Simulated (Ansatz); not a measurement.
We consider hcp Re, described by r²SCAN (PAW; Ansatz, a first-principles code).

Run with plane-wave cutoff 500 eV, 4×4×3 k mesh (along the axes of the cell as run), Fermi–Dirac smearing 0.1 eV, cell of 96 sites, scalar-relativistic PAW data made under PBE.

Question: What does this level give for the vacancy formation energy and vacancy formation energy before relaxation?

Answer: 
* **vacancy formation energy**: 3.24 eV
* **vacancy formation energy before relaxation**: 3.56 eV

Note: energies are extrapolated to zero smearing, and mesh and cell size move such values by some hundredths of an eV or more.

Spin–orbit coupling is not included.
